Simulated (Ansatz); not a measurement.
A made-up structure of CH₄AlS, doublet:

```tsv
atom	x (Å)	y (Å)	z (Å)
Al1	-1.4311	-0.4099	-0.1840
C2	0.0853	0.4444	0.7390
S3	0.9941	-1.0334	0.1022
H4	-1.5195	-0.1089	-1.7575
H5	0.5835	1.3626	0.4350
H6	1.5145	-1.8550	1.0529
H7	1.1681	-0.6012	-1.1583
```

It is relaxed with PBE-D4/def2-SVP and then PBE0-D4/def2-TZVP (Ansatz 0.2.0). Atoms count as bonded within 1.22 times the sum of their covalent radii (H–H: 0.88 Å). The end point is not checked to be a true minimum.

Task: Does its bonding change? (Judge from chemistry; the calculation decides.)

Result: The calculation gives: Yes. Formed: none; broken: Al1–S3.

Where it ends: The first stage lowers the energy by 2.90 eV in 11 steps. It ends as CH₄AlS ([AlH][CH][SH2]):
| atom | x (Å) | y (Å) | z (Å) |
| --- | --- | --- | --- |
| Al1 | -1.6821 | 0.5006 | -0.4114 |
| C2 | 0.0701 | 0.3228 | 0.2663 |
| S3 | 0.9209 | -1.0102 | -0.2562 |
| H4 | -2.1706 | -0.6521 | -1.4218 |
| H5 | 0.5836 | 0.9865 | 0.9541 |
| H6 | 1.4966 | -1.6836 | 0.7942 |
| H7 | 2.1763 | -0.6655 | -0.6960 |

Labels in which every atom is bracketed show which atoms are joined, not bond orders.

For scale, one of the runs: PBE0-D4/def2-TZVP relaxation, 129 basis functions, launched by `ansatz run in.yaml --threads 2 --pin off --events-out ev --progress --plain --max-ram 4352MiB`. Hardware: 2 CPU threads of an Arm Neoverse V2, shared host. Wall time about 23 s.
